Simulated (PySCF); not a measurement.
**Working out the ionisation energy of P**

P [Ne] 3s2 3p3 (4S) → P⁺ [Ne] 3s2 3p2 (3P). Calculation: PySCF 2.14, in ANO-RCC-VTZP; the spin-free X2C one-electron Hamiltonian (Gaussian nucleus). Frozen: 1s2. Energies in hartree (1 hartree = 27.21139 eV):

```csv
part,P (lower),P⁺ (upper)
UHF,-341.533379,-341.169633
MP2 opposite-spin,-0.071527,-0.062737
MP2 same-spin,-0.028151,-0.015800
```

**Question.** What does Hartree-Fock give?

**Answer.** (-341.169633) − (-341.533379) = 0.363746 hartree = 9.898 eV.

**Question.** What do MP2 and SCS-MP2 (6/5 opposite-spin, 1/3 same-spin) give?

**Answer.** The opposite-spin parts differ by 0.239 eV and the same-spin parts by 0.336 eV. MP2: 9.898 + (0.239) + (0.336) = 10.473 eV. SCS-MP2: 9.898 + 1.2 × (0.239) + (0.336)/3 = 10.297 eV.

Measured between the centres of the two terms (NIST): 10.526 eV, so MP2 (valence and next inner shell) is off by -0.053 eV.

What remains against the reference includes basis incompleteness, the frozen core and correlation beyond second order.
